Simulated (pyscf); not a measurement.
H₃Si–GeH₃ (SMILES [SiH3][GeH3]) + Cl• (SMILES [Cl]) -> SiH₂ (SMILES [SiH2]) [singlet] + GeH₃• (SMILES [GeH3]) + HCl (SMILES Cl), gas phase, doublet surface. Single points on ωB97X-D3(BJ)/def2-SVP structures (PySCF, gas phase). Correlated levels are frozen-core, on RHF or UHF. ΔMP2 is the change of the MP2 total energy from the triple- to the quadruple-zeta basis. ΔG in kcal/mol from CCSD(T)/def2-TZVPP + ΔMP2(QZVPP) energies (ideal gas, 1 atm, RRHO with modes under 100 cm⁻¹ raised to 100, one conformer, R ln 2 for chiral ones without a mode under 150 cm⁻¹).

| T (K) | ΔG |
|---|---|
| 298 | +27.7 |
| 600 | ? |
| 900 | +3.5 |
| 1200 | -7.8 |

Q: Fit a line to the three values, predict ΔG at 600 K, and estimate where the reaction turns favourable at 1 atm of each gas.

A: Least squares gives ΔG = +39.4 − 39.5 × T/1000 K, so ΔS is about +165 J/(mol K) and ΔH about +39.4 kcal/mol over this range (ΔH at 298 K: +40.1). At 600 K the line gives +15.7; the computed value is +15.4. ΔG = 0 falls near 1000 K; 1 kcal/mol in the energy moves that by 25 K. This is thermodynamics alone and says nothing of the barrier. The CCSD(T) − MP2 part came from Ansatz, without density fitting, on the same reference. The frozen core leaves the outer d or s,p core shells of the metals and heavy elements correlated in the MP2 and CC values, and def2-TZVPP describes them poorly, which can shift differences by a few kcal/mol. Left out: orbital degeneracy and the spin-orbit lowering of Cl. Elements up to Kr have no core potential and no relativistic terms here.
